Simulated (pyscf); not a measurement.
Optimised with ωB97X-D3(BJ)/def2-SVP in PySCF.

HO–Si(SiH₃)(SiH₃)–SiH₃ (SMILES O[Si]([SiH3])([SiH3])[SiH3]) + H• (SMILES [H]) → •O–Si(SiH₃)(SiH₃)–SiH₃ (SMILES [O][Si]([SiH3])([SiH3])[SiH3]) + H₂ (SMILES [H][H])
Surface: doublet. Broken: H–O. Formed: H–H. Give ΔE‡ and ΔE from ωB97M-D3(BJ)/def2-TZVP, relative to the separated reactants.

ΔE‡ = 65.2 kJ/mol, ΔE = +27.6 kJ/mol. Zero-point energy shifts the barrier by -4.3 kJ/mol. It is a hydrogen abstraction, with an imaginary mode of 1187i cm⁻¹. HO–Si(SiH₃)(SiH₃)–SiH₃ lies 99.2 kJ/mol over its isomer H₃Si–SiH₂–O–SiH₂–SiH₃ (electronic energy, ωB97M-D3(BJ)/def2-TZVP). •O–Si(SiH₃)(SiH₃)–SiH₃ lies 204.4 kJ/mol over its isomer H₃Si–O–Si•(SiH₃)–SiH₃ (electronic energy, ωB97M-D3(BJ)/def2-TZVP). One saddle was located; it need not be the lowest between these sides. The angle at the transferred H is 162°.
